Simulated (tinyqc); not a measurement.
Worked calculation: extended Hueckel theory, for N2-. The parameters take no account of the charge, which enters only through the electron count, and nothing here shows that the anion is bound. Computed by tinyqc, a small Python program that keeps every step (integrals from PySCF). Settings: charge = -1, K = 2.0, multiplicity = 2. Command: `OMP_NUM_THREADS=1 python tinyqc.py 23625 23626 out.jsonl` (the two numbers bound the seeds that draw the settings). One thread of a shared host (Intel(R) Xeon(R) Processor @ 2.60GHz), about 0.01 s of CPU time with the checks.

## Overlaps

Geometry (angstrom):
```
atom         x         y         z
N     0.000000  0.000000  0.000000
N     0.000000  0.000000  1.048000
```

Parameters chosen for this run:
```
element  shell  Slater exponent   H_ii (eV)
N           2s         1.950000  -26.000000
N           2p         1.950000  -13.400000
```

Slater orbitals, each expanded in six Gaussians scaled to its exponent.

overlap S:
```
            1N 2s    1N 2px    1N 2py     1N 2pz     2N 2s    2N 2px    2N 2py     2N 2pz
1N 2s    1.000000  0.000000  0.000000   0.000000  0.480144  0.000000  0.000000  -0.457178
1N 2px   0.000000  1.000000  0.000000   0.000000  0.000000  0.308435  0.000000   0.000000
1N 2py   0.000000  0.000000  1.000000   0.000000  0.000000  0.000000  0.308435   0.000000
1N 2pz   0.000000  0.000000  0.000000   1.000000  0.457178  0.000000  0.000000  -0.308354
2N 2s    0.480144  0.000000  0.000000   0.457178  1.000000  0.000000  0.000000   0.000000
2N 2px   0.000000  0.308435  0.000000   0.000000  0.000000  1.000000  0.000000   0.000000
2N 2py   0.000000  0.000000  0.308435   0.000000  0.000000  0.000000  1.000000   0.000000
2N 2pz  -0.457178  0.000000  0.000000  -0.308354  0.000000  0.000000  0.000000   1.000000
```

## Wolfsberg-Helmholz matrix

diagonal H_ii (eV): 1N 2s -26.000000, 1N 2px -13.400000, 1N 2py -13.400000, 1N 2pz -13.400000, 2N 2s -26.000000, 2N 2px -13.400000, 2N 2py -13.400000, 2N 2pz -13.400000

K = 2.000000

H_ij = K' S_ij (H_ii + H_jj)/2 for i != j (the diagonal keeps H_ii), with K' = 2.

H (eV):
```
             1N 2s      1N 2px      1N 2py      1N 2pz       2N 2s      2N 2px      2N 2py      2N 2pz
1N 2s   -26.000000    0.000000    0.000000    0.000000  -24.967465    0.000000    0.000000   18.012797
1N 2px    0.000000  -13.400000    0.000000    0.000000    0.000000   -8.266048    0.000000    0.000000
1N 2py    0.000000    0.000000  -13.400000    0.000000    0.000000    0.000000   -8.266048    0.000000
1N 2pz    0.000000    0.000000    0.000000  -13.400000  -18.012797    0.000000    0.000000    8.263876
2N 2s   -24.967465    0.000000    0.000000  -18.012797  -26.000000    0.000000    0.000000    0.000000
2N 2px    0.000000   -8.266048    0.000000    0.000000    0.000000  -13.400000    0.000000    0.000000
2N 2py    0.000000    0.000000   -8.266048    0.000000    0.000000    0.000000  -13.400000    0.000000
2N 2pz   18.012797    0.000000    0.000000    8.263876    0.000000    0.000000    0.000000  -13.400000
```

## Orbitals

valence electrons = 11

Solve H C = S C e through S^(-1/2); fill by pairs from the bottom, a degenerate level sharing its electrons equally; each orbital has its largest coefficient positive (the first on a tie).

orbital energies (eV): -34.573685  -19.854419  -16.558755  -16.558755  -13.054173  -7.423669  -7.423669  106.777624

occupations: 2.000000  2.000000  2.000000  2.000000  2.000000  0.500000  0.500000  0.000000

coefficients:
```
              MO1        MO2       MO3        MO4        MO5        MO6        MO7        MO8
1N 2s    0.563043  -0.474822  0.000000   0.000000  -0.248311   0.000000   0.000000   1.439333
1N 2px   0.000000   0.000000  0.026204   0.617616   0.000000   0.172223   0.832669   0.000000
1N 2py   0.000000   0.000000  0.617616  -0.026204   0.000000   0.832669  -0.172223   0.000000
1N 2pz   0.052707   0.493585  0.000000   0.000000   0.652394   0.000000   0.000000   1.217764
2N 2s    0.563043   0.474822  0.000000   0.000000  -0.248311   0.000000   0.000000  -1.439333
2N 2px   0.000000   0.000000  0.026204   0.617616   0.000000  -0.172223  -0.832669   0.000000
2N 2py   0.000000   0.000000  0.617616  -0.026204   0.000000  -0.832669   0.172223   0.000000
2N 2pz  -0.052707   0.493585  0.000000   0.000000  -0.652394   0.000000   0.000000   1.217764
```

sum of one-electron energies = -208.623240 eV

Within a degenerate level the vectors are fixed only up to a rotation; this is one choice.

## Mulliken analysis

P = C n C^T; charge = valence electrons (N 5) minus the sum of (P S)_ii on the atom; overlap population = 2 sum P_ij S_ij between two atoms.

charges: 1N -0.500000, 2N -0.500000

Overlap populations:
```
pair     value
2-1   1.392304
```
